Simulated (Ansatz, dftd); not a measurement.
Reaction: C2H5 (SMILES [CH2]C, doublet) → C2H5- (SMILES [CH2-]C) (an electron is taken up)
Each species at its own B3LYP-D3(BJ)/def2-TZVP minimum (Ansatz, an electronic-structure program).

Quantity: adiabatic electron affinity (electronic), positive where energy is released, in eV. Radicals and triplets start from unrestricted determinants; spin-orbit coupling is neglected. Correlated methods leave the cores frozen. Rows without X2C or -DK are non-relativistic. CBS(X,Y): correlation extrapolated as X^-3, Hartree-Fock from the larger set. A bracket is a step between two methods taken in the basis named. The functionals are non-relativistic, so their misses hold any scalar relativity. Double hybrids freeze cores in their MP2 part. '+ core + X2C': CCSD(T) terms for core correlation (cc-pwCVTZ) and scalar relativity (cc-pVTZ-DK). def2-TZVPD holds few diffuse functions, which lowers the functionals' binding of the extra electron.

```json
[
 {"level": "HF/aug-cc-pVDZ", "program": "Ansatz", "adiabatic electron affinity (eV)": "-1.77", "difference against the last row": "-1.50"},
 {"level": "HF/aug-cc-pVTZ", "program": "Ansatz", "adiabatic electron affinity (eV)": "-1.80", "difference against the last row": "-1.53"},
 {"level": "CAM-B3LYP-D3(BJ)/def2-TZVPD", "program": "Ansatz + dftd3", "adiabatic electron affinity (eV)": "-0.44", "difference against the last row": "-0.17"},
 {"level": "CAM-B3LYP-D4/def2-TZVPD", "program": "Ansatz + dftd4", "adiabatic electron affinity (eV)": "-0.42", "difference against the last row": "-0.15"},
 {"level": "B2PLYP/def2-TZVPD", "program": "Ansatz", "adiabatic electron affinity (eV)": "-0.46", "difference against the last row": "-0.19"},
 {"level": "B2GP-PLYP/def2-TZVPD", "program": "Ansatz", "adiabatic electron affinity (eV)": "-0.49", "difference against the last row": "-0.22"},
 {"level": "CCSD(T)/aug-cc-pVDZ", "program": "Ansatz", "adiabatic electron affinity (eV)": "-0.35", "difference against the last row": "-0.08"},
 {"level": "CCSDT(Q)/aug-cc-pVDZ", "program": "Ansatz", "adiabatic electron affinity (eV)": "-0.35", "difference against the last row": "-0.08"},
 {"level": "CCSD(T)/CBS(aug-cc-pVTZ,aug-cc-pVQZ) + [CCSDT(Q) - CCSD(T)]/aug-cc-pVDZ + core + X2C", "program": "Ansatz", "adiabatic electron affinity (eV)": "-0.27", "difference against the last row": "0.00"}
]
```
